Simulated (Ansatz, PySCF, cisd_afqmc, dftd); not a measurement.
Reaction: Si2H6 (silylsilane, SMILES [SiH3][SiH3]) → 2 SiH3 (SMILES [SiH3], doublet) (the Si-Si bond breaks)
Each species at its own B3LYP-D3(BJ)/def2-TZVP minimum (Ansatz, a first-principles code).

Wanted: bond dissociation energy (enthalpy at 298 K, ideal-gas terms from PySCF's Hessians at B3LYP-D3(BJ)/def2-TZVP), in kJ/mol. Open shells are spin-unrestricted; no spin-orbit coupling. Cores are frozen in correlated methods. Rows without X2C or -DK are non-relativistic. AFQMC is phaseless with a CISD trial state; ± is one standard error, without the phaseless bias. Outlying blocks are dropped, and bars are widened where a walk drifts. Over all cases where full CI ran beside it in this data, AFQMC minus full CI had a median of +0.1 mEh and passed +0.4 mEh in a tenth of the cases. CBS(X,Y): correlation extrapolated as X^-3, Hartree-Fock from the larger set (Q,5: extrapolated as (X+1)exp(-9√X)). A bracket is a step between two methods taken in the basis named. Functionals run without relativity, which enters their misses. 'core' is core correlation in cc-pwCVTZ (1s frozen past Ne), 'X2C' scalar relativity in cc-pVTZ-DK, both at CCSD(T).

From measured enthalpies of formation at 298 K: 76.7 kcal/mol (G2/97 table in ASE (Curtiss et al.)). The calculations leave out spin-orbit terms.

| level | program | bond dissociation energy (kJ/mol) | error against that value |
|---|---|---|---|
| PBE/def2-TZVPD | Ansatz | 303.1 | -17.8 |
| r2SCANh-D4/def2-TZVPD | Ansatz + dftd4 | 296.4 | -24.5 |
| CAM-B3LYP-D3(BJ)/def2-TZVPD | Ansatz + dftd3 | 309.1 | -11.8 |
| wB97M-V/def2-TZVPD | Ansatz | 323.2 | 2.3 |
| MP2/cc-pV(5+d)Z | Ansatz | 319.5 | -1.4 |
| CCSD/cc-pV(T+d)Z | Ansatz | 303.7 | -17.2 |
| CCSD/CBS(cc-pV(T+d)Z,cc-pV(Q+d)Z) | Ansatz | 314.1 | -6.8 |
| CCSDT(Q)/cc-pV(D+d)Z | Ansatz | 293.2 | -27.7 |
| AFQMC/CISD/cc-pV(D+d)Z | cisd_afqmc | 293.5 ± 0.8 | -27.4 |
| CCSD(T)/CBS(cc-pV(Q+d)Z,cc-pV(5+d)Z) + [AFQMC/CISD - CCSD(T)]/cc-pV(D+d)Z + core + X2C | Ansatz + cisd_afqmc | 322.5 ± 0.8 | 1.6 |
| CCSD(T)/CBS(cc-pV(Q+d)Z,cc-pV(5+d)Z) + [CCSDT(Q) - CCSD(T)]/cc-pV(D+d)Z + core + X2C | Ansatz | 322.2 | 1.3 |
